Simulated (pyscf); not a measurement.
Structures and frequencies: ωB97X-D3(BJ)/def2-SVP in PySCF.

Problem. H₃C–CH₂–ZnH + CH₃• → [H₃C–CH₂–Zn]• + CH₄
Surface: doublet. Broken: H–Zn. Formed: C–H. Give ΔE‡ and ΔE from ωB97M-D3(BJ)/def2-TZVP, relative to the separated reactants.

Solution. ΔE‡ = 19.8 kJ/mol, ΔE = -134.4 kJ/mol. Zero-point energy shifts the barrier by +3.5 kJ/mol. It is a hydrogen abstraction, with an imaginary mode of 442i cm⁻¹. This is the saddle that the search found; another between the same sides may lie lower. The angle at the transferred H is 180°. Elements up to Kr have no core potential and no relativistic terms here.
